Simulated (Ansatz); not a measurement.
**Worked example: correlation energy of [H···H···BH2], doublet**

All five atoms lie in one plane.

Geometry: a point of a hydrogen-transfer path between rigid fragments, not a stationary point.

```xyz
5

H    -2.2463    0.0000    0.0000
H    -0.9953    0.0000    0.0000
B     0.1747    0.0000    0.0000
H     0.6838    0.0000    1.0770
H     0.6838    0.0000   -1.0770
```

Basis 6-31G; Ansatz 0.2.0. Correlated methods freeze the noble-gas cores, which leaves 7 electrons in 16 orbitals. Prefix R: restricted or restricted open-shell reference; prefix U: unrestricted.

Full CI is exact within this basis and frozen core; it isn't the basis-set limit. The frozen core follows each run's orbitals, which can shift R against U totals by a few meV.

Runs differ by some tens of microhartree through their thresholds and, for an open shell, their frozen cores, so steps under 0.1 kcal/mol mean nothing.

| level | total energy (hartree) |
| --- | --- |
| UHF | -26.850272 |
| UMP2 | -26.906773 |
| UCCSD | -26.924559 |
| UCCSD(T) | -26.925453 |
| UCCSDT | -26.925747 |
| UCCSDT(Q) | -26.925766 |
| UCCSDTQ | -26.925771 |
| full CI | -26.925771 |

Problem. What is the correlation energy at full CI, and what share of it do UMP2 and UCCSD(T) recover?

Solution. E(corr) = -26.925771 − (-26.850272) = -0.075499 hartree = -2.054 eV. UMP2: -0.056501 / -0.075499 = 74.84 %. UCCSD(T): -0.075181 / -0.075499 = 99.58 %.

Problem. By how many kcal/mol does UCCSD(T) miss full CI (1 hartree = 627.509 kcal/mol), and which steps make up the rest?

Solution. -26.925453 − (-26.925771) = 0.000318 hartree = 0.20 kcal/mol. Steps: UCCSDT − UCCSD(T) = -0.18, UCCSDT(Q) − UCCSDT = -0.01, UCCSDTQ − UCCSDT(Q) = 0.00, full CI − UCCSDTQ = 0.00 kcal/mol. That is within 1 kcal/mol of the reference in this basis, which itself misses far more of the correlation at the basis-set limit.
